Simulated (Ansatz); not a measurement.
# GaC, quartet: the ladder up to full CI

Geometry: a point of a stretch scan, not a stationary point.

```yaml
atoms:
  - { symbol: C, position_ang: [0.0000, 0.0000, 0.0000] }
  - { symbol: Ga, position_ang: [0.0000, 0.0000, 2.7510] }
```

Basis aug-cc-pVDZ; Ansatz 0.2.0. Correlated methods freeze the noble-gas cores and the filled d shells of p-block atoms, which leaves 7 electrons in 44 orbitals. R marks a restricted (for open shells ROHF) determinant, U an unrestricted one. Active spaces: pair = (5e, 5o) about the gap; valence = (7e, 8o) chosen from the atoms' valence shells. No spin–orbit coupling is included, and no scalar relativity.

Full CI is exact within this basis and frozen core; it isn't the basis-set limit. The frozen core follows each run's orbitals, which can shift R against U totals by a few meV for light atoms and by up to 0.1 eV past Ca.

For open shells CISD and CISDTQ are restricted-active-space CI with the open shells as a complete middle space.

- UHF ⟨S²⟩: 3.768
- T1 diagnostic (RCCSD): 0.0445
- largest doubles amplitude (RCCSD): 0.050

| level | E − E(RHF) (eV) |
| --- | --- |
| RMP2 | -3.0461 |
| RCCSD | -3.9304 |
| RCCSD(T) | -4.0855 |

Task: Estimate how far full CI in aug-cc-pVDZ lies from RCCSD(T). The table doesn't fix it; the size of (T) and the diagnostics are the guide.

Result: Full CI in aug-cc-pVDZ lies 6.3 kJ/mol below RCCSD(T), which is 42 % of the (T) step (-15.0 kJ/mol). T1 is raised, and the rest is a large part of (T). The miss exceeds 1 kcal/mol.

The other levels:

```csv
level,E − E(full CI) (kJ/mol),share of correlation (%),wall time
CISD,37.7,90.58,5.5 s
BCCD(T),6.7,98.32,8 s
RCCSDT,1.3,99.67,–
CISDTQ,1.0,99.75,35 s (H100)
RCCSDT(Q),0.0,100.01,28 s
RCCSDTQ,-0.1,100.02,18 s (H100)
CASSCF (pair space),362.4,9.50,–
NEVPT2 (pair space),106.4,73.44,9.5 s
MRCISD (pair space),41.6,89.61,–
MRCISD+Q (pair space),5.4,98.65,9 s
CASSCF (valence space),268.6,32.94,–
NEVPT2 (valence space),61.8,84.56,4.9 s
MRCISD (valence space),17.9,95.52,–
MRCISD+Q (valence space),0.9,99.78,6 s
```

The correlation energy at full CI, counted from RHF, is -4.151 eV. That run took 3.7 min on 5 threads of AMD EPYC 7R13 with a whole H100 80 GB, shared host over 256,945,360 determinants.

Run but not shown, since their state or frozen core can't be matched to the reference's or they repeat it: UHF, UMP2, UCCSD, UCCSD(T), UCCSDT, UCCSDT(Q), UCCSDTQ.

Times hold each run's SCF and search for its determinant on a shared host, so for small cases they say little of a method's own cost; rows without a card ran on 1 thread of AMD EPYC 7R13.

The full-CI state has the irrep A2 of C2v, in the program's axes (one component, if the state is degenerate).

Natural occupations of full CI about the gap: 1.934 1.897 0.968 0.968 0.968 0.061 0.055 0.055 0.013 0.012; effectively unpaired electrons, Σ n²(2−n)², 3.09.
